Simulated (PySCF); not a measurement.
Method: B3LYP-D3(BJ)/def2-TZVP // PBE0-D4/def2-TZVP in PySCF 2.14.0. Isolated molecules, 0 K electronic values unless said otherwise. B3LYP has the VWN-RPA correlation part, as in Gaussian. 

Reference species (SMILES): `[OH]` (neutral, multiplicity 2).

| Property | Value |
|---|---|
| highest occupied spin orbital | -8.84 eV |

Changed species: `[SiH3]` (radical fragment; the reference has radical fragment).

### Question
What does the change do to the highest occupied spin orbital?

### Answer
the highest occupied spin orbital increases by 2.75 eV, to -6.09 eV.
